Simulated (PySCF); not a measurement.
C₂H₄, SMILES C=C (connectivity only; charge and spin as stated), charge +1, multiplicity 2.

Geometry optimised at PBE-D3(BJ)/def2-TZVP. The multiplicity is an assumed one; other spin states were not compared.

Method: PBE-D3(BJ)/def2-TZVP (PySCF 2.14.0).

Harmonic, unscaled wavenumbers; measured fundamentals usually lie a few per cent lower.

Computed vibrational spectrum:
```
mode  ν (cm⁻¹)  IR (km/mol)  moving atoms (share of kinetic energy)
----  --------  -----------  --------------------------------------
1          730          8.3                                  H 94 %
2          735          0.0                                  H 95 %
3          806         46.0                          H 85 %, C 15 %
4         1013          1.5                          H 65 %, C 35 %
5         1141         17.9                          H 65 %, C 35 %
6         1248          0.0                          H 57 %, C 43 %
7         1353         71.6                          H 90 %, C 10 %
8         1422          0.0                          H 53 %, C 47 %
9         2993          0.0                                  H 95 %
10        2998        110.8                                  H 96 %
11        3080          6.4                          H 90 %, C 10 %
12        3102        103.0                          H 89 %, C 11 %
```
